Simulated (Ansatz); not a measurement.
**B₂Si (quintet): wave-function methods side by side, def2-TZVPP**

An exercise on one series of results from a longer session: the logs are not shown, and one member is left open.

The runs use Ansatz 0.2.0, Gaussian basis; def2-TZVPP, core rule «outside noble gas», up to 7 orbitals frozen.

The runs, in order: UHF; ROHF; CCSD(T) on UHF.

2 further runs of the same task are left out: 2 set aside as unsound or not needed.

## The geometry

The geometry is a PBE0/def2-TZVP stationary point (not a proven minimum) of the parent state, kept for this charge and spin.

3 atoms, charge 0, spin multiplicity 5.

Atoms are counted from 1 here; the program's logs count them from 0.

Bond lengths: B1–B2 1.543 Å, B2–Si3 1.871 Å. Angles: B1–B2–Si3 180.0°.

Coordinates:

```tsv
atom	x (Å)	y (Å)	z (Å)
B1	0.0000	0.0000	-1.6525
B2	0.0000	0.0000	-0.1095
Si3	0.0000	0.0000	1.7619
```

Set-up of the first run:

Input file in.yaml:

```yaml
crystal:
  periodic: [false, false, false]
  atoms:
    - {symbol: B, position_ang: [0.000000, 0.000000, -1.652467]}
    - {symbol: B, position_ang: [0.000000, 0.000000, -0.109467]}
    - {symbol: Si, position_ang: [0.000000, 0.000000, 1.761933]}
basis:
  gaussian: {orbitals: def2-TZVPP}
magnetization: {spin_polarized: true, initial_magnetization: 4}
hamiltonian: {xc: hf}
output: {orbitals: {seedname: orbitals}}
```

Launch:

```console
> ansatz run in.yaml --threads 1 --pin off --events-out ev --progress --plain --max-ram 2816MiB --backend cpu
```

Among the steps run: UHF; ROHF; CCSD(T) on UHF.

One table of the session follows, with a row left open; its other results are not shown here.

```
  method  from UCCSD(T) (kcal/mol)
    ROHF                   +150.88
     UHF                   +147.35
    UMP2                         ?
   UCCSD                     +7.37
UCCSD(T)                         0
```

**Question.** Estimate the row for UMP2.

**Answer.** from UCCSD(T) (kcal/mol): +31.89. In the column «from UCCSD(T) (kcal/mol)» it lies between UCCSD (+7.37) and UHF (+147.35).
